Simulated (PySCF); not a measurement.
Molecule: SMILES C[NH+]1CCC1, [C4H10N]+.

Atoms are numbered as in `[CH3:1][NH+:2]1[CH2:3][CH2:4][CH2:5]1` (H(Xn): hydrogen on atom n). Ha(C3), Ha(C4), Ha(C5) are cis to C1 on the ring; Hb(C3), Hb(C4), Hb(C5) are trans to C1 on the ring.

Geometry PBE0-D3(BJ)/def2-SVP throughout; GIAO in PySCF 2.14, gas phase, one conformer, non-relativistic; equivalent atoms averaged; functional PBE0.

Problem. How do the shifts δ (against TMS, NH3 at the same level) depend on the basis set? (a selection of nuclei; ppm; last column core-seconds on shared hosts with different chips, so compare them loosely)

Solution. 
```
    basis set  functions  C3/C5    C1    C4    N2  H(N2)  Ha(C3)/Ha(C5)  Hb(C3)/Hb(C5)  Hb(C4)  Ha(C4)  core-s
       STO-3G         35   62.4  44.9  28.1  26.9   4.42           4.27           4.15    3.15    2.83     1.8
        6-31G         65   59.6  41.4  18.2  41.6   4.20           4.50           4.60    3.35    2.96     3.7
       6-31G*         90   57.2  40.3  16.1  47.4   4.48           4.26           4.34    3.03    2.68     5.1
     def2-SVP        120   55.9  39.8  13.5  56.6   4.37           3.95           4.10    2.76    2.43     6.8
     pcSseg-1        135   61.5  43.8  17.1  70.0   4.52           4.17           4.34    3.03    2.66      12
6-311+G(2d,p)        195   59.9  42.7  16.5  64.7   4.75           4.21           4.34    2.91    2.55      14
    def2-TZVP        215   61.0  43.9  16.7  68.7   4.75           4.22           4.34    2.95    2.56      17
```

Problem. Which nucleus among those listed moves most, in ppm?

Solution. N2 (ammonium nitrogen): from 26.9 ppm with STO-3G to 70.0 ppm with pcSseg-1. The smallest spread is 0.49 ppm, at Hb(C3)/Hb(C5). Proton shifts span only some 12 ppm, so a few tenths of a ppm matter as much there as several ppm in carbon.

Problem. Taking the largest basis, def2-TZVP (215 functions), as the yardstick, rank the others by their worst heavy-atom deviation.

Solution. pcSseg-1 1.3 ppm (135 functions), 6-311+G(2d,p) 3.9 ppm (195 functions), def2-SVP 12.1 ppm (120 functions), 6-31G* 21.3 ppm (90 functions), 6-31G 27.1 ppm (65 functions), STO-3G 41.8 ppm (35 functions).

A small basis that lands close on one nucleus may do so by chance; judge by the trend and by all nuclei.
